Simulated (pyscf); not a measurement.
**Routes from HO–Si(SiH₃)(SiH₃)–SiH₃ (SMILES O[Si]([SiH3])([SiH3])[SiH3]) + HCl (SMILES Cl)**

Candidate steps break at most two bonds and form at most two. Each was searched with GFN2-xTB (tblite) first. PySCF, gas phase, ωB97X-D3(BJ)/def2-SVP geometries. Energies: ωB97M-D3(BJ)/def2-TZVP, eV, from the separated reactants, singlet surface; ΔG‡ with ideal gas, 1 atm, RRHO with modes under 100 cm⁻¹ raised to 100, one conformer, R ln 2 for chiral ones without a mode under 150 cm⁻¹.

```
products                                        type   ΔE‡     ΔE  ΔG‡ 298 K  ΔG‡ 900 K  ν‡ (cm⁻¹)
------------------------------  --------------------  ----  -----  ---------  ---------  ---------
HO–Si(SiH₃)(SiH₃)–Cl + SiH₄     four-centre exchange  1.00  -1.18       1.54       2.65       850i
HO–Si(SiH₃)(SiH₃)–SiH₂–Cl + H₂  four-centre exchange  1.14  -0.75       1.71       2.83       491i
```

Plain bond fissions and candidates not yet searched are not listed, and one of them may be faster. Each barrier is that of the saddle found; lower ones may exist.
